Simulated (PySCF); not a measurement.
# BN⁺: frontier orbitals

PBE0 at R = 1.443 Å; PySCF, no relativity, basis sets B aug-pcseg-1, N aug-pcseg-1. State: ⁴Σ⁻ (quartet), unpaired electrons σ ↑, π ↑↑. Only the outer orbitals are listed, counted within each symmetry.

| spin | orbital | occ. | ε (eV) | on B (%) | main shells (%) |
| --- | --- | --- | --- | --- | --- |
| α | 3σ | 1 | -34.23 | 14 | 80 N s, 8 B s |
| α | 4σ | 1 | -21.53 | 38 | 43 N p, 38 B s, 19 N s |
| α | 1π | 1 | -20.02 | 11 | 87 N p, 12 B p |
| α | 1π | 1 | -20.02 | 11 | 87 N p, 12 B p |
| α | 5σ | 1 | -18.26 | 81 | 43 B s, 38 B p, 20 N p |
| α | 2π | 0 | -10.48 | 86 | 86 B p, 14 N p |
| α | 2π | 0 | -10.48 | 86 | 86 B p, 14 N p |
| α | 6σ | 0 | -4.62 | 108 | 62 B s, 41 B p |
| β | 3σ | 1 | -30.65 | 22 | 72 N s, 13 B s, 9 B p |
| β | 4σ | 1 | -19.36 | 23 | 52 N p, 25 N s, 21 B s |
| β | 1π | 0 | -13.66 | 29 | 69 N p, 29 B p |
| β | 1π | 0 | -13.66 | 29 | 69 N p, 29 B p |
| β | 5σ | 0 | -12.29 | 94 | 66 B s, 28 B p, 9 N p |

Q: Which are the highest filled and the lowest empty level, where do they sit, and how wide is the gap?

A: Highest filled α 5σ at -18.26 eV (in %: 43 B s, 38 B p, 20 N p); lowest empty β 1π at -13.66 eV (in %: 69 N p, 29 B p); the gap at PBE0 is 4.60 eV.

* bond order (Mayer): 1.12
* ⟨S²⟩: 3.753
* charge on B (Mulliken, basis-dependent): 1.00
* charge on B (Löwdin, basis-dependent): 0.87
* dipole moment (positive dipole points towards N; it is taken about the centre of mass and depends on that origin): -2.84 D
* polarisability along the bond: 18.4 bohr³
* polarisability across the bond: 12.2 bohr³

Shares are Mulliken populations and can fall outside 0 to 100 %.

The state is the lowest determinant that a PBE0 search found; another state may lie lower at other levels.
